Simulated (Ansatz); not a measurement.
Basis-set extrapolation for C$_{3}$H$_{5}$ClO$_{2}$ (`CO/C=C(\O)Cl`) (PBE0-D4/def2-TZVP geometry, frozen core, Ansatz 0.2.0). Multiplicity 1, RHF reference.

```
                      def2-TZVPP   def2-QZVPP
                 HF  -725.806732  -725.831812
    MP2 correlation    -1.153725    -1.243704
CCSD(T) correlation    -1.242380      not run
```

Energies in hartree. Use E(X) = E(∞) + A·exp(−7.88·√X) for Hartree–Fock and E(X) = E(∞) + B·X^(−2.97) for correlation, with X = 3 and 4, and add CCSD(T) minus MP2 of the smaller set to the MP2 limit.

Question: What is the CCSD(T) energy at the basis-set limit?

Answer: HF limit: -725.831812 + (-0.025080) × 0.13774 = -725.83527. MP2 limit: -1.243704 + (-0.089979) × 0.74074 = -1.31036. Higher-order term: -1.242380 − (-1.153725) = -0.08866. Total: -727.23429 hartree, 116.2 kcal/mol below CCSD(T)/def2-TZVPP.
